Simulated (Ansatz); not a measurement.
**AlSiN (quintet): the correlation ladder, cc-pVTZ**

An exercise on one series of results from a longer session: the logs are not shown, and one member is left open.

Program: Ansatz 0.2.0, Gaussian basis. Level of theory: cc-pVTZ, core rule «outside noble gas», up to 11 orbitals frozen. These are calculated values, not measurements.

The runs, in order: UHF; CCSD(T) on ROHF; CCSD(T) on UHF; BCCD(T) on ROHF; CCSDT(Q) on ROHF; CCSDT(Q) on UHF.

10 further runs of the same task are left out: 4 for a known fault of the program, 6 set aside as unsound or not needed.

### What is computed

The geometry is a PBE0/def2-TZVP stationary point (not a proven minimum) of the parent state, kept for this charge and spin.

3 atoms, charge 0, spin multiplicity 5.

Atoms are counted from 1 here; the program's logs count them from 0.

Bond lengths: Al1–Si2 2.464 Å, Si2–N3 1.576 Å. Angles: Al1–Si2–N3 180.0°.

Geometry (Å):

```
Al    0.0000    0.0000    2.1682
Si    0.0000    0.0000   -0.2960
N     0.0000    0.0000   -1.8722
```

The first run:

in.yaml reads:

```yaml
crystal:
  periodic: [false, false, false]
  atoms:
    - {symbol: Al, position_ang: [0.000000, 0.000000, 2.168200]}
    - {symbol: Si, position_ang: [0.000000, 0.000000, -0.296000]}
    - {symbol: N, position_ang: [0.000000, 0.000000, -1.872200]}
basis:
  gaussian: {orbitals: cc-pVTZ}
magnetization: {spin_polarized: true, initial_magnetization: 4}
hamiltonian: {xc: hf}
output: {orbitals: {seedname: orbitals}}
```

Command:

```console
$ ansatz run in.yaml --threads 1 --pin off --events-out ev --progress --plain --max-ram 2816MiB --backend cpu
```

Steps of the session up to this table: UHF; CCSD(T) on ROHF; CCSD(T) on UHF; BCCD(T) on ROHF; CCSDT(Q) on ROHF; CCSDT(Q) on UHF.

One table of the session follows, with a row left open; its other results are not shown here.

| method | from RCCSDT(Q) (meV) |
| --- | --- |
| ROHF | +9473.2 |
| UHF | +9250.6 |
| RMP2 | +1479.1 |
| UMP2 | +1634.1 |
| RCCSD | +719.6 |
| UCCSD | +705.5 |
| RCCSD(T) | +148.6 |
| UCCSD(T) | +155.3 |
| BCCD(T) | +136.4 |
| RCCSDT | +63.3 |
| UCCSDT | +61.1 |
| RCCSDT(Q) | 0 |
| UCCSDT(Q) | ? |

Estimate the missing values for UCCSDT(Q).

As computed: from RCCSDT(Q) (meV): -15.5. In the column «from RCCSDT(Q) (meV)» it is the lowest.

Limits of these values: Warnings: spin contamination; large T1 diagnostic. Restricted and unrestricted rows rest on different reference determinants; where their highest levels disagree by more than a few hundredths of an eV, they describe different states and don't form one ladder.
